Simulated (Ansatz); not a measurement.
# C2H6S2: the cost of one run

Program: Ansatz 0.2.0, Gaussian basis. Level of theory: the settings change from run to run. These are calculated values, not measurements.

## (1) The molecule

The geometry comes from an earlier relaxation with PBE0-D4 in a triple-zeta def2 set; it is a stationary point, not always the lowest conformer.

SMILES `CCSS`, 10 atoms, charge 0, spin multiplicity 1.

Atoms are counted from 1 here; the program's logs count them from 0.

Bond lengths: C1–C2 1.511 Å, C1–H5 1.093 Å, C1–H6 1.092 Å, C1–H7 1.092 Å, C2–S3 1.813 Å, C2–H8 1.095 Å, C2–H9 1.092 Å, S3–S4 2.037 Å, S4–H10 1.348 Å. Angles: C2–C1–H5 110.5°, C2–C1–H6 111.1°, C2–C1–H7 110.6°, H5–C1–H6 108.4°, H5–C1–H7 107.7°, H6–C1–H7 108.4°, C1–C2–S3 114.4°, C1–C2–H8 111.4°, C1–C2–H9 111.8°, S3–C2–H8 103.0°, S3–C2–H9 108.2°, H8–C2–H9 107.5°, C2–S3–S4 103.4°, S3–S4–H10 99.6°.

## (2) r2SCAN50/6-31++G**

This run has multiplicity 3.

in.yaml reads:

```yaml
crystal:
  periodic: [false, false, false]
  atoms:
    - {symbol: C, position_ang: [-1.002213, 0.465263, -0.026908]}
    - {symbol: C, position_ang: [-0.248676, -0.711079, 0.549634]}
    - {symbol: S, position_ang: [1.515257, -0.403231, 0.832119]}
    - {symbol: S, position_ang: [2.269177, -0.222977, -1.052008]}
    - {symbol: H, position_ang: [-2.061801, 0.221544, -0.142286]}
    - {symbol: H, position_ang: [-0.917866, 1.341596, 0.618839]}
    - {symbol: H, position_ang: [-0.612474, 0.726166, -1.013292]}
    - {symbol: H, position_ang: [-0.616686, -0.970483, 1.548046]}
    - {symbol: H, position_ang: [-0.344435, -1.600234, -0.076561]}
    - {symbol: H, position_ang: [2.102918, 1.102334, -1.234483]}
basis:
  gaussian: {orbitals: "6-31++G**"}
magnetization: {spin_polarized: true, initial_magnetization: 2}
hamiltonian: {xc: {name: r2SCAN50}}
output: {forces: true}
```

Launch:

```
$ ansatz run in.yaml --threads 2 --pin off --events-out ev --progress --plain --max-ram 4352MiB
```

Q: Estimate wall time and peak memory on 2 threads of Arm Neoverse V1, shared host.

About 15 s, with a peak of 0.39 GiB.
